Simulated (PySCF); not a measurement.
**Solvent effects on NMR parameters**

Cartesian coordinates in Å; atom numbers follow the order of the lines, from 1:
```xyz
6

B    -0.540    0.006   -0.018
C     0.978   -0.007    0.009
O     2.109   -0.019    0.032
H    -0.840   -0.902   -0.776
H    -0.866   -0.191    1.142
H    -0.834    1.116   -0.433
```

GIAO PBE0/pcSseg-1 in PySCF on one PBE0-D3(BJ)/def2-SVP conformer, non-relativistic, equivalent nuclei averaged. Solvents enter as an IEF-PCM continuum (tetrahydrofuran with ε = 7.4, water with ε = 78.4) around the gas-phase geometry. Shifts are referred to BF3·OEt2, TMS computed in the same medium.

Gas phase, δ in ppm: B1 -59.9, C2 194.7, H4/H5/H6 1.57. Dipole moment 1.38 D.

Question: How does each δ change in the continuum?

Answer: 
| atoms | environment | Δδ, tetrahydrofuran | Δδ, water |
| --- | --- | --- | --- |
| B1 | boron bonded to C, 3 H | +1.1 | +1.3 |
| C2 | acylium carbon | -0.5 | -0.6 |
| H4/H5/H6 | hydrogen on a boron bonded to C | -0.19 | -0.23 |

Changes are relative to the gas phase. The dipole moment becomes 1.73 D in tetrahydrofuran, 1.81 D in water.

Question: Which nuclei move most (in ppm), and what does the model miss?

Answer: B1 (boron bonded to C, 3 H, +1.3 ppm) in water. A continuum only polarises the solute; specific hydrogen bonds, the anisotropy of aromatic solvents and changes of geometry or conformer are outside it.
